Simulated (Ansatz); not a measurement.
**LiC+ (singlet): wave-function methods side by side at distance C1–Li2 = 2.566 Å, aug-cc-pVTZ**

An exercise on one series of results from a longer session: the logs are not shown, and one member is left open.

Computed with Ansatz 0.2.0, Gaussian basis. Level: aug-cc-pVTZ, core rule «outside noble gas», up to 2 orbitals frozen.

To be run: UHF; CCSD(T) on RHF; CCSD(T) on UHF; BCCD(T) on RHF; CCSDT(Q) on RHF; CCSDT(Q) on UHF; Full CI.

43 further runs of the same task are left out: 19 for a known fault of the program, 12 that didn't finish, 12 set aside as unsound or not needed. Runs told in other sessions of the task aren't counted.

## The system

The geometry derives from a PBE0/def2-TZVP stationary point (not a proven minimum). One bond is set to the value named and the two fragments are kept rigid.

2 atoms, charge 1, spin multiplicity 1.

Atoms are counted from 1 here; the program's logs count them from 0.

No contacts short enough for the rule that draws bonds.

Set-up of the first run:

in.yaml

```yaml
crystal:
  periodic: [false, false, false]
  atoms:
    - {symbol: C, position_ang: [0.000000, 0.000000, 0.000000]}
    - {symbol: Li, position_ang: [0.000000, 0.000000, 2.566000]}
basis:
  gaussian: {orbitals: aug-cc-pVTZ}
total_charge: 1
magnetization: {spin_polarized: true, initial_magnetization: 0}
hamiltonian: {xc: hf}
output: {orbitals: {seedname: orbitals}}
```

Started as:

```bash
$ ansatz run in.yaml --threads 1 --pin off --events-out ev --progress --plain --max-ram 2393MiB
```

Steps of the session up to this table: UHF; CCSD(T) on RHF; CCSD(T) on UHF; BCCD(T) on RHF; CCSDT(Q) on RHF; CCSDT(Q) on UHF; Full CI.

One table of the session follows, with a row left open; its other results are not shown here.

It belongs to the step «Misses and costs». 

```
   method  from FCI (kcal/mol)
      RHF                    ?
     RMP2               +23.16
    RCCSD                +3.51
 RCCSD(T)                +1.29
  BCCD(T)                +1.29
   RCCSDT                +0.78
RCCSDT(Q)                +0.36
      FCI                    0
```

Estimate the missing values for RHF.

As computed: from FCI (kcal/mol): +77.45. In the column «from FCI (kcal/mol)» it is the highest.

Left out of the table: UHF, UMP2, UCCSD, UCCSD(T), UCCSDT, UCCSDT(Q) (another determinant or state than the rows shown). UCCSDT(Q) lies 1.01 eV below the table's zero, so the state tabled may not be the lowest.
